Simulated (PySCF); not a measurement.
SH₃⁺: fields on a plane

All numbers come from PBE0 in PySCF with S def2-TZVP, H def2-TZVP; no relativity; density-fitted integrals.

The singlet minimum has S–H 1.357 Å (×3); H–S–H 94.1° (×3).

The plane holds S1 at (0.00, 0.00), H2 at (1.36, 0.00), H3 at (-0.10, 1.35) Å. Columns run from x = -1.95 to 3.75 Å, rows from y = 3.75 (top) to -1.95 Å, in steps of 0.3 Å. Other isomers or separated fragments may lie lower.

Q: Give the electron density (e/Å³) (cut at 5 e/Å³). Lower edges of the bins (e/Å³): '0' 0.000, '1' 0.030, '2' 0.076, '3' 0.151, '4' 0.268, '5' 0.455, '6' 0.750, '7' 1.218, '8' 1.960, '9' 3.136; top 5.00.

A: 
```
00000000000000000000
00000000000000000000
00000000000000000000
00000000000000000000
00000000000000000000
00000000000000000000
00001222100000000000
00012454310000000000
00013586421000000000
00024676532100000000
00124677644321000000
00135688665531000000
00246899877752000000
00246899877752000000
00235788665531000000
00124566543321000000
00012344322100000000
00001222110000000000
00000000000000000000
00000000000000000000
```

Q: Give the electron localisation function (set to 0 where the density is under 0.005 e/Å³). Every second row and column.

A: 
```
0.00 0.00 0.00 0.00 0.00 0.00 0.00 0.00 0.00 0.00
0.00 0.00 0.00 0.00 0.00 0.00 0.00 0.00 0.00 0.00
0.00 0.00 0.00 0.80 0.00 0.00 0.00 0.00 0.00 0.00
0.00 0.00 0.96 0.99 0.97 0.19 0.00 0.00 0.00 0.00
0.00 0.24 0.96 1.00 0.96 0.20 0.06 0.00 0.00 0.00
0.00 0.23 0.77 0.93 0.74 0.66 0.91 0.77 0.00 0.00
0.10 0.58 0.69 0.86 0.09 0.99 1.00 0.98 0.00 0.00
0.20 0.79 0.94 0.08 0.36 0.96 0.99 0.95 0.00 0.00
0.00 0.69 0.90 0.89 0.61 0.45 0.65 0.00 0.00 0.00
0.00 0.00 0.55 0.52 0.20 0.04 0.00 0.00 0.00 0.00
```
